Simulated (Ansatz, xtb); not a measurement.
**C2H6Mg: which of two isomers lies lower**

Structure X: `C[CH2][MgH]`, a singlet. Structure Y: `[CH3][Mg][CH3]`, a singlet. Both are isolated molecules in the gas phase, relaxed with PBE0-D4/def2-TZVP.

Which of the two would you expect CCSD(T)/def2-TZVP electronic energies to favour?

Structure Y; the calculation gives E(Y) − E(X) = −13.3 kcal/mol.

The same difference at several levels:

```
            level           geometry  E(Y) − E(X) (kcal/mol)  departure from the last row (kcal/mol)  job, with rough time for the two
PBE0-D4/def2-TZVP  PBE0-D4/def2-TZVP                     −11.6                                    +1.7                optimisation, 70 s
     HF/def2-TZVP  PBE0-D4/def2-TZVP                      −9.9                                    +3.5           part of the CCSD(T) run
    MP2/def2-TZVP  PBE0-D4/def2-TZVP                     −14.0                                    −0.7           part of the CCSD(T) run
CCSD(T)/def2-TZVP  PBE0-D4/def2-TZVP                     −13.3                                                        single point, 64 s
```

As drawn, Y has 1 C–Mg, 1 C–H in place of 1 C–C, 1 Mg–H.

None of the levels shown reverses the order. The largest departure from CCSD(T)/def2-TZVP is that of HF/def2-TZVP, 3.5 kcal/mol. Levels run at GFN2-xTB geometries aren't shown.

With harmonic frequencies from PBE0-D4/def2-TZVP (ideal gas, rigid rotor, one conformer each, 600 K, 1 atm): on the last row, ΔE + ΔZPE = −13.3 kcal/mol. A mode under 50 cm⁻¹ makes harmonic enthalpies and free energies unreliable, so none is given.

The correlated steps freeze 3 core orbitals; the last core shell of Mg is correlated, in a basis made for valence electrons. Codes used: Ansatz 0.2.0; the last row on 2 threads of AMD EPYC (Zen 3) on a shared host.
